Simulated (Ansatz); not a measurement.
For zinc-blende GaSb, PBE (Ansatz, an electronic-structure program, plane waves, PAW) gives:

| Item | Value |
|---|---|
| equilibrium lattice constant a | 6.214 Å |
| enthalpy of formation | -0.165 eV/atom |

Q: What does r²SCAN+rVV10 (plane waves, PAW; Ansatz) give for the same quantities?

A: 
- lattice constant a: 6.105 Å (falls by 1.8 %)
- formation enthalpy: -0.207 eV/atom (moves by -0.042 eV/atom)

For comparison: lattice constant a 6.096 Å (measured, 300 K, not corrected to a static lattice; as tabulated in Vurgaftman et al. (2001), doi:10.1063/1.1368156); formation enthalpy -0.22 eV/atom (measured, 298 K, no zero-point or thermal correction; as tabulated in Zhang et al. (2018), doi:10.1038/s41524-018-0065-z).

Changes are worked out from the printed values.

Unless a cell is named, each level is at its own relaxed cell (PBE 29.99, r²SCAN+rVV10 28.45 Å³/atom).

Levels without +SOC leave out spin–orbit coupling, which shifts energies and cells of such heavy elements.

Ansatz's density-functional and Hartree–Fock values are scalar-relativistic unless marked +SOC, with PAW data made under PBE.
